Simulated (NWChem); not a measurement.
**Total energies of NO (+1)**

```
N
O 1 1.0599
```
Charge +1, spin multiplicity 1.

The numbers come from NWChem runs, not from measurements. All single points use one geometry, from PBE0/def2-SVP, a minimum by its harmonic frequencies.

Basis set: cc-pVDZ (28 functions).

```json
[
 {"method": "RHF", "total energy (Ha)": "-128.92766"},
 {"method": "MP2", "total energy (Ha)": "-129.26362"},
 {"method": "B2PLYP", "total energy (Ha)": "-129.45915"},
 {"method": "PBE", "total energy (Ha)": "-129.42545"},
 {"method": "B3LYP", "total energy (Ha)": "-129.54820"},
 {"method": "M06-2X", "total energy (Ha)": "-129.51133"},
 {"method": "CCSD(T)", "total energy (Ha)": "-129.27436"}
]
```

Total energies of different functionals aren't comparable as a measure of quality: only differences taken within one method are. 

The correlated methods keep 2 core orbitals frozen. B3LYP has NWChem's definition, with VWN1-RPA local correlation. The structure started from a generated list of species. Coupled-cluster values serve here as a point of comparison, not as the truth.
